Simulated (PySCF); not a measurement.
water (H2O), SMILES O. Heavy atoms are numbered as in [OH2:1]. Hydrogens are named by the atom that carries them.

Geometry: B3LYP-D3(BJ)/def2-TZVPD.

The numbers are results of PBE0/pcSseg-2 run with PySCF, not measurements.

GIAO shieldings, no solvent; atoms alike by connectivity are averaged. δ = σ(ref) − σ: ¹⁷O against H2O (σ = 327.8 ppm); ¹H against TMS (σ = 31.54 ppm), references at their B3LYP-D3(BJ)/def2-TZVP geometries, non-relativistic.

Task: Estimate the chemical shifts. (Estimate from the structure and the level; the computed values follow.)

Result: 
| nucleus | atoms | count | δ (ppm) |
|---|---|---|---|
| ¹⁷O | O1 (OH2) | 1 | 0.3 |
| ¹H | H on O1 | 2 | 0.78 |
